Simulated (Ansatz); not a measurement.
# NH₂S (doublet): PBE, r2SCAN, PBE0, B3LYP, r2SCANh over vertical spin and charge gaps and displaced geometries, cc-pVDZ, part 2 of 3

Ansatz 0.2.0, Gaussian basis; cc-pVDZ, all electrons in the functionals. Earlier steps stand in the parts before.

### Step 13. r2SCAN, displaced geometry v2

Contents of in.yaml:

```yaml
crystal:
  periodic: [false, false, false]
  atoms:
    - {symbol: N, position_ang: [0.111896, -0.191234, 1.091446]}
    - {symbol: S, position_ang: [-0.052978, 0.101117, -0.496669]}
    - {symbol: H, position_ang: [0.023643, 0.712930, 1.526385]}
    - {symbol: H, position_ang: [0.106751, -1.272232, -0.893291]}
basis:
  gaussian: {orbitals: cc-pVDZ}
magnetization: {spin_polarized: true, initial_magnetization: 1}
hamiltonian: {xc: {name: r2SCAN}}
output: {forces: true}
```

Command:

```console
> ansatz run in.yaml --threads 1 --pin off --events-out ev --progress --plain --max-ram 2393MiB
```

The program printed:

```text
Functional definition: r2SCAN
  name "r2SCAN"
  cite "Furness, Kaplan, Ning, Perdew & Sun, J. Phys. Chem. Lett. 11, 8208 (2020) doi:10.1021/acs.jpclett.0c02405"
  cite "Furness, Kaplan, Ning, Perdew & Sun, J. Phys. Chem. Lett. 11, 9248 (2020) doi:10.1021/acs.jpclett.0c03077"
  parent r2scan
  parameter k0 = 0.174
  parameter k1 = 0.065
  parameter a1 = 4.9479
  exchange = r2scan_x(k0 = k0, k1 = k1, a1 = a1)
  correlation = r2scan_c
417 factors; integrals over basis functions are off by at most 1.2e-3 eV
mean field evaluation 1: about -12347.7805 eV, gradient 3.8e1 eV
mean field evaluation 2: about -12285.8236 eV, gradient 9.4e1 eV
mean field evaluation 4: about -12354.3634 eV, gradient 5.2e0 eV
mean field evaluation 8: about -12354.5513 eV, gradient 2.6e-1 eV
mean field evaluation 16: about -12354.5517 eV, gradient 6.5e-5 eV
mean field -12354.55174686 eV, -454.0214024811 hartree, gradient 6.5e-5 eV, S^2 0.754594; 0 other end points of the search recorded, 0 dependent functions left out
the calculation of the forces begins
reference -12354.55175329 eV, -454.0214027174 hartree; 13, 12 occupied and 29, 30 virtual orbitals, 417 factors
Total energy: -12354.55175329 eV, -454.0214027174 hartree
Atom 0 at     0.111896    -0.191234     1.091446 Å, force     0.237567    -1.152612     0.994273 eV/Å
Atom 1 at    -0.052978     0.101117    -0.496669 Å, force     0.066280    -1.396389    -1.656911 eV/Å
Atom 2 at     0.023643     0.712930     1.526385 Å, force    -0.111143     1.081910     0.492209 eV/Å
Atom 3 at     0.106751    -1.272232    -0.893291 Å, force    -0.192704     1.467090     0.170429 eV/Å
Dipole moment:    -0.029248     0.123069    -0.165955 e Å
```

It took 0.75 s on 1 thread of AMD EPYC 9R45, shared host.

From the report: ⟨S²⟩ of the determinant 0.755 (pure doublet: 0.75).

From charge 0, doublet: +7.3 kJ/mol.

### Step 14. PBE0, charge 0, doublet

Contents of in.yaml:

```yaml
crystal:
  periodic: [false, false, false]
  atoms:
    - {symbol: N, position_ang: [0.000000, -0.187817, 1.099702]}
    - {symbol: S, position_ang: [0.000000, 0.096160, -0.500007]}
    - {symbol: H, position_ang: [0.000000, 0.740397, 1.531227]}
    - {symbol: H, position_ang: [0.000000, -1.189495, -0.906663]}
basis:
  gaussian: {orbitals: cc-pVDZ}
magnetization: {spin_polarized: true, initial_magnetization: 1}
hamiltonian: {xc: {name: PBE0}}
output: {forces: true, orbitals: {seedname: orbitals}}
```

The command is unchanged.

The program printed:

```text
Functional definition: PBE0
  name "PBE0"
  cite "Adamo & Barone, J. Chem. Phys. 110, 6158 (1999) doi:10.1063/1.478522"
  cite "Perdew, Burke & Ernzerhof, Phys. Rev. Lett. 77, 3865 (1996) doi:10.1103/PhysRevLett.77.3865"
  parent pbe
  parameter a = 0.25
  parameter kappa = 0.804
  parameter beta = 0.06672455060314922
  exchange = (1 - a)*pbe_x(kappa = kappa, mu = beta*pi^2/3) + a*exact_x
  correlation = pbe_c(beta = beta)
417 factors; integrals over basis functions are off by at most 1.5e-3 eV
mean field evaluation 1: about -12345.8211 eV, gradient 3.2e1 eV
mean field evaluation 2: about -12333.8490 eV, gradient 5.7e1 eV
mean field evaluation 4: about -12350.4748 eV, gradient 2.4e0 eV
mean field evaluation 8: about -12350.6402 eV, gradient 3.3e-1 eV
mean field evaluation 16: about -12350.6411 eV, gradient 4.8e-4 eV
mean field -12350.64108891 eV, -453.8776884524 hartree, gradient 3.1e-5 eV, S^2 0.754347; 0 other end points of the search recorded, 0 dependent functions left out
the calculation of the forces begins
reference -12350.64110551 eV, -453.8776890622 hartree; 13, 12 occupied and 29, 30 virtual orbitals, 417 factors
Total energy: -12350.64110551 eV, -453.8776890622 hartree
Atom 0 at     0.000000    -0.187817     1.099702 Å, force    -0.000000    -0.600331     1.042274 eV/Å
Atom 1 at     0.000000     0.096160    -0.500007 Å, force    -0.000000     0.601495    -0.990726 eV/Å
Atom 2 at     0.000000     0.740397     1.531227 Å, force     0.000000     0.339356     0.050335 eV/Å
Atom 3 at     0.000000    -1.189495    -0.906663 Å, force     0.000000    -0.340520    -0.101882 eV/Å
Dipole moment:     0.000000     0.117977    -0.183997 e Å
```

Run time: 0.54 s. Hardware: 1 thread of AMD EPYC 9R45, shared host.

From the report: ⟨S²⟩ of the determinant 0.754 (pure doublet: 0.75).

### Step 15. PBE0, charge 0, quartet

in.yaml, as its differences from that of step 14:

```diff
@@ -9,4 +9,4 @@
   gaussian: {orbitals: cc-pVDZ}
-magnetization: {spin_polarized: true, initial_magnetization: 1}
+magnetization: {spin_polarized: true, initial_magnetization: 3}
 hamiltonian: {xc: {name: PBE0}}
-output: {forces: true, orbitals: {seedname: orbitals}}
+output: {orbitals: {seedname: orbitals}}
```

Same command.

The program printed, shortened:

```text
Functional definition: PBE0
  name "PBE0"
  cite "Adamo & Barone, J. Chem. Phys. 110, 6158 (1999) doi:10.1063/1.478522"
  cite "Perdew, Burke & Ernzerhof, Phys. Rev. Lett. 77, 3865 (1996) doi:10.1103/PhysRevLett.77.3865"
  parent pbe
[...]
417 factors; integrals over basis functions are off by at most 1.5e-3 eV
[...]
mean field -12344.85079221 eV, -453.6648989734 hartree, gradient 3.6e-5 eV, S^2 3.758918; 3 other end points of the search recorded, 0 dependent functions left out
reference -12344.85081191 eV, -453.6648996971 hartree; 14, 11 occupied and 28, 31 virtual orbitals, 417 factors
Total energy: -12344.85081191 eV, -453.6648996971 hartree
```

It took 0.57 s on 1 thread of AMD EPYC 9R45, shared host.

From the report: ⟨S²⟩ of the determinant 3.759 (pure quartet: 3.75).

From charge 0, doublet: +558.7 kJ/mol.

### Step 16. PBE0, charge 1, singlet

in.yaml, as its differences from that of step 15:

```diff
@@ -9,3 +9,4 @@
   gaussian: {orbitals: cc-pVDZ}
-magnetization: {spin_polarized: true, initial_magnetization: 3}
+total_charge: 1
+magnetization: {spin_polarized: true, initial_magnetization: 0}
 hamiltonian: {xc: {name: PBE0}}
```

The command is unchanged.

The program printed, shortened:

```text
Functional definition: PBE0
  name "PBE0"
  cite "Adamo & Barone, J. Chem. Phys. 110, 6158 (1999) doi:10.1063/1.478522"
  cite "Perdew, Burke & Ernzerhof, Phys. Rev. Lett. 77, 3865 (1996) doi:10.1103/PhysRevLett.77.3865"
  parent pbe
[...]
417 factors; integrals over basis functions are off by at most 1.5e-3 eV
[...]
mean field -12341.68885244 eV, -453.5486998301 hartree, gradient 3.0e-5 eV, S^2 0.000000; 2 other end points of the search recorded, 0 dependent functions left out
reference -12341.68886746 eV, -453.5487003819 hartree; 12, 12 occupied and 30, 30 virtual orbitals, 417 factors
Total energy: -12341.68886746 eV, -453.5487003819 hartree
```

Run time: 0.6 s. Hardware: 1 thread of AMD EPYC 9R45, shared host.

From the report: ⟨S²⟩ of the determinant 0.000 (pure singlet: 0.00).

From charge 0, doublet: +863.8 kJ/mol.

The fields below are evaluated on a grid from the run's orbitals.

Frontier orbitals at PBE0/cc-pVDZ (alpha spin), with the share of their density that lies nearest to each atom:

```
orbital  energy (eV)                                  lies on
 HOMO-1       -18.26                         S2 51 %; N1 39 %
   HOMO       -16.54  N1 54 %; S2 28 %; H3, H4 about 9 % each
   LUMO       -11.71                         N1 49 %; S2 40 %
```

ELF in a plane through or near 4 of the atoms.

Ten even steps from '0' (0.00) to '9' (1.00):
```
0000000000000000000000000000
0000000000000000000000000000
0000000000000000000000000000
0000000000000034432000000000
0000000000000268874100000000
0000001231000489986300000000
0000048997200599997310000000
0000079999711488787421000000
0000089999953574178764100000
0000189999974663489997400000
0000058999732176799999600000
0000013677367464489999500000
0000001256255153137887200000
0000000147743563002331000000
0000000258999974100000000000
0000000147999974100000000000
0000000025788853100000000000
0000000002455531000000000000
0000000000000000000000000000
0000000000000000000000000000
```
The map spans 8.4 Å across and 6.4 Å up, centred on the molecule. Atoms in the plane (x, y in Å): N1 (0.7, 0.5), S2 (-0.6, -0.6), H3 (1.5, -0.1), H4 (-1.6, 0.3).

On the surface of density 0.002 e/bohr³ the electrostatic potential runs, from the 1st to the 99th percentile, from 4.17 V near N1 to 8.06 V near H3.

### Step 17. PBE0, charge 1, triplet

in.yaml, as its differences from that of step 16:

```diff
@@ -10,4 +10,4 @@
 total_charge: 1
-magnetization: {spin_polarized: true, initial_magnetization: 0}
+magnetization: {spin_polarized: true, initial_magnetization: 2}
 hamiltonian: {xc: {name: PBE0}}
-output: {orbitals: {seedname: orbitals}}
+output: {forces: true, orbitals: {seedname: orbitals}}
```

Launched as before.

The program printed:

```text
Functional definition: PBE0
  name "PBE0"
  cite "Adamo & Barone, J. Chem. Phys. 110, 6158 (1999) doi:10.1063/1.478522"
  cite "Perdew, Burke & Ernzerhof, Phys. Rev. Lett. 77, 3865 (1996) doi:10.1103/PhysRevLett.77.3865"
  parent pbe
  parameter a = 0.25
  parameter kappa = 0.804
  parameter beta = 0.06672455060314922
  exchange = (1 - a)*pbe_x(kappa = kappa, mu = beta*pi^2/3) + a*exact_x
  correlation = pbe_c(beta = beta)
417 factors; integrals over basis functions are off by at most 1.5e-3 eV
mean field evaluation 1: about -12326.9594 eV, gradient 5.3e1 eV
mean field evaluation 2: about -12269.8499 eV, gradient 9.5e1 eV
mean field evaluation 4: about -12339.7730 eV, gradient 6.5e0 eV
mean field evaluation 8: about -12340.0479 eV, gradient 3.7e-1 eV
mean field evaluation 16: about -12340.1782 eV, gradient 1.8e-3 eV
mean field -12340.17817280 eV, -453.4931833771 hartree, gradient 2.5e-5 eV, S^2 2.012243; 1 other end points of the search recorded, 0 dependent functions left out
the calculation of the forces begins
reference -12340.17818805 eV, -453.4931839375 hartree; 13, 11 occupied and 29, 31 virtual orbitals, 417 factors
Total energy: -12340.17818805 eV, -453.4931839375 hartree
Atom 0 at     0.000000    -0.187817     1.099702 Å, force    -0.000000     1.639050    -2.117148 eV/Å
Atom 1 at     0.000000     0.096160    -0.500007 Å, force    -0.000000    -0.990270     0.579394 eV/Å
Atom 2 at     0.000000     0.740397     1.531227 Å, force     0.000000    -0.080386     2.106674 eV/Å
Atom 3 at     0.000000    -1.189495    -0.906663 Å, force     0.000000    -0.568393    -0.568920 eV/Å
Dipole moment:     0.000000    -0.008618     0.026044 e Å
```

It took 0.6 s on 1 thread of AMD EPYC 9R45, shared host.

From the report: ⟨S²⟩ of the determinant 2.012 (pure triplet: 2.00).

From charge 0, doublet: +1009.5 kJ/mol.

### Step 18. PBE0, displaced geometry v1

Contents of in.yaml:

```yaml
crystal:
  periodic: [false, false, false]
  atoms:
    - {symbol: N, position_ang: [0.000734, -0.177546, 1.108768]}
    - {symbol: S, position_ang: [-0.000099, 0.090288, -0.502094]}
    - {symbol: H, position_ang: [0.047865, 0.793835, 1.486527]}
    - {symbol: H, position_ang: [-0.054912, -1.198871, -0.921561]}
basis:
  gaussian: {orbitals: cc-pVDZ}
magnetization: {spin_polarized: true, initial_magnetization: 1}
hamiltonian: {xc: {name: PBE0}}
output: {forces: true, orbitals: {seedname: orbitals}}
```

Launched as before.

The program printed:

```text
Functional definition: PBE0
  name "PBE0"
  cite "Adamo & Barone, J. Chem. Phys. 110, 6158 (1999) doi:10.1063/1.478522"
  cite "Perdew, Burke & Ernzerhof, Phys. Rev. Lett. 77, 3865 (1996) doi:10.1103/PhysRevLett.77.3865"
  parent pbe
  parameter a = 0.25
  parameter kappa = 0.804
  parameter beta = 0.06672455060314922
  exchange = (1 - a)*pbe_x(kappa = kappa, mu = beta*pi^2/3) + a*exact_x
  correlation = pbe_c(beta = beta)
418 factors; integrals over basis functions are off by at most 1.4e-3 eV
mean field evaluation 1: about -12345.9850 eV, gradient 3.2e1 eV
mean field evaluation 2: about -12334.4229 eV, gradient 5.6e1 eV
mean field evaluation 4: about -12350.4876 eV, gradient 2.3e0 eV
mean field evaluation 8: about -12350.6489 eV, gradient 3.3e-1 eV
mean field evaluation 16: about -12350.6498 eV, gradient 4.5e-4 eV
mean field -12350.64980255 eV, -453.8780086724 hartree, gradient 3.0e-5 eV, S^2 0.754397; 0 other end points of the search recorded, 0 dependent functions left out
the calculation of the forces begins
reference -12350.64981923 eV, -453.8780092857 hartree; 13, 12 occupied and 29, 30 virtual orbitals, 418 factors
Total energy: -12350.64981923 eV, -453.8780092857 hartree
Atom 0 at     0.000734    -0.177546     1.108768 Å, force     0.024557     0.241398     1.010058 eV/Å
Atom 1 at    -0.000099     0.090288    -0.502094 Å, force     0.009207     0.325560    -0.988412 eV/Å
Atom 2 at     0.047865     0.793835     1.486527 Å, force    -0.023844    -0.407090    -0.055706 eV/Å
Atom 3 at    -0.054912    -1.198871    -0.921561 Å, force    -0.009921    -0.159868     0.034060 eV/Å
Dipole moment:     0.004521     0.115173    -0.195837 e Å
```

Wall time 0.54 s (1 thread of AMD EPYC 9R45, shared host).

From the report: ⟨S²⟩ of the determinant 0.754 (pure doublet: 0.75).

From charge 0, doublet: -0.8 kJ/mol.

### Step 19. PBE0, displaced geometry v2

Contents of in.yaml:

```yaml
crystal:
  periodic: [false, false, false]
  atoms:
    - {symbol: N, position_ang: [0.111896, -0.191234, 1.091446]}
    - {symbol: S, position_ang: [-0.052978, 0.101117, -0.496669]}
    - {symbol: H, position_ang: [0.023643, 0.712930, 1.526385]}
    - {symbol: H, position_ang: [0.106751, -1.272232, -0.893291]}
basis:
  gaussian: {orbitals: cc-pVDZ}
magnetization: {spin_polarized: true, initial_magnetization: 1}
hamiltonian: {xc: {name: PBE0}}
output: {forces: true, orbitals: {seedname: orbitals}}
```

The command is unchanged.

The program printed:

```text
Functional definition: PBE0
  name "PBE0"
  cite "Adamo & Barone, J. Chem. Phys. 110, 6158 (1999) doi:10.1063/1.478522"
  cite "Perdew, Burke & Ernzerhof, Phys. Rev. Lett. 77, 3865 (1996) doi:10.1103/PhysRevLett.77.3865"
  parent pbe
  parameter a = 0.25
  parameter kappa = 0.804
  parameter beta = 0.06672455060314922
  exchange = (1 - a)*pbe_x(kappa = kappa, mu = beta*pi^2/3) + a*exact_x
  correlation = pbe_c(beta = beta)
417 factors; integrals over basis functions are off by at most 1.2e-3 eV
mean field evaluation 1: about -12345.4375 eV, gradient 3.3e1 eV
mean field evaluation 2: about -12329.6655 eV, gradient 6.3e1 eV
mean field evaluation 4: about -12350.3867 eV, gradient 2.6e0 eV
mean field evaluation 8: about -12350.5572 eV, gradient 3.8e-1 eV
mean field evaluation 16: about -12350.5584 eV, gradient 2.1e-4 eV
mean field -12350.55836790 eV, -453.8746485112 hartree, gradient 3.6e-5 eV, S^2 0.754351; 0 other end points of the search recorded, 0 dependent functions left out
the calculation of the forces begins
reference -12350.55838447 eV, -453.8746491201 hartree; 13, 12 occupied and 29, 30 virtual orbitals, 417 factors
Total energy: -12350.55838447 eV, -453.8746491201 hartree
Atom 0 at     0.111896    -0.191234     1.091446 Å, force     0.199685    -1.020140     0.742900 eV/Å
Atom 1 at    -0.052978     0.101117    -0.496669 Å, force     0.107373    -1.555974    -1.413932 eV/Å
Atom 2 at     0.023643     0.712930     1.526385 Å, force    -0.102575     1.005802     0.468788 eV/Å
Atom 3 at     0.106751    -1.272232    -0.893291 Å, force    -0.204483     1.570312     0.202244 eV/Å
Dipole moment:    -0.030465     0.127077    -0.174521 e Å
```

Run time: 0.54 s. Hardware: 1 thread of AMD EPYC 9R45, shared host.

From the report: ⟨S²⟩ of the determinant 0.754 (pure doublet: 0.75).

From charge 0, doublet: +8.0 kJ/mol.

### Step 20. B3LYP, charge 0, doublet

Contents of in.yaml:

```yaml
crystal:
  periodic: [false, false, false]
  atoms:
    - {symbol: N, position_ang: [0.000000, -0.187817, 1.099702]}
    - {symbol: S, position_ang: [0.000000, 0.096160, -0.500007]}
    - {symbol: H, position_ang: [0.000000, 0.740397, 1.531227]}
    - {symbol: H, position_ang: [0.000000, -1.189495, -0.906663]}
basis:
  gaussian: {orbitals: cc-pVDZ}
magnetization: {spin_polarized: true, initial_magnetization: 1}
hamiltonian: {xc: {name: B3LYP}}
```

The command is unchanged.

The program printed, shortened:

```text
Functional definition: B3LYP
  name "B3LYP"
  cite "Stephens, Devlin, Chabalowski & Frisch, J. Phys. Chem. 98, 11623 (1994) doi:10.1021/j100096a001"
  cite "Becke, Phys. Rev. A 38, 3098 (1988) doi:10.1103/PhysRevA.38.3098"
  cite "Lee, Yang & Parr, Phys. Rev. B 37, 785 (1988) doi:10.1103/PhysRevB.37.785"
  cite "Vosko, Wilk & Nusair, Can. J. Phys. 58, 1200 (1980) doi:10.1139/p80-159"
[...]
417 factors; integrals over basis functions are off by at most 1.5e-3 eV
[...]
mean field -12356.60327393 eV, -454.0967947106 hartree, gradient 2.5e-5 eV, S^2 0.753729; 0 other end points of the search recorded, 0 dependent functions left out
reference -12356.60344237 eV, -454.0968009005 hartree; 13, 12 occupied and 29, 30 virtual orbitals, 417 factors
Total energy: -12356.60344237 eV, -454.0968009005 hartree
```

It took 0.45 s on 1 thread of AMD EPYC 9R45, shared host.

From the report: ⟨S²⟩ of the determinant 0.754 (pure doublet: 0.75).

### Step 21. B3LYP, charge 0, quartet

in.yaml, as its differences from that of step 20:

```diff
@@ -9,3 +9,3 @@
   gaussian: {orbitals: cc-pVDZ}
-magnetization: {spin_polarized: true, initial_magnetization: 1}
+magnetization: {spin_polarized: true, initial_magnetization: 3}
 hamiltonian: {xc: {name: B3LYP}}
```

The command is unchanged.

The program printed, shortened:

```text
Functional definition: B3LYP
  name "B3LYP"
  cite "Stephens, Devlin, Chabalowski & Frisch, J. Phys. Chem. 98, 11623 (1994) doi:10.1021/j100096a001"
  cite "Becke, Phys. Rev. A 38, 3098 (1988) doi:10.1103/PhysRevA.38.3098"
  cite "Lee, Yang & Parr, Phys. Rev. B 37, 785 (1988) doi:10.1103/PhysRevB.37.785"
  cite "Vosko, Wilk & Nusair, Can. J. Phys. 58, 1200 (1980) doi:10.1139/p80-159"
[...]
417 factors; integrals over basis functions are off by at most 1.5e-3 eV
[...]
mean field -12350.81228654 eV, -453.8839798491 hartree, gradient 5.1e-5 eV, S^2 3.757546; 3 other end points of the search recorded, 0 dependent functions left out
reference -12350.81246516 eV, -453.8839864134 hartree; 14, 11 occupied and 28, 31 virtual orbitals, 417 factors
Total energy: -12350.81246516 eV, -453.8839864134 hartree
```

Wall time 0.57 s (1 thread of AMD EPYC 9R45, shared host).

From the report: ⟨S²⟩ of the determinant 3.758 (pure quartet: 3.75).

From charge 0, doublet: +558.7 kJ/mol.

(Part 2 of 3 ends here.)
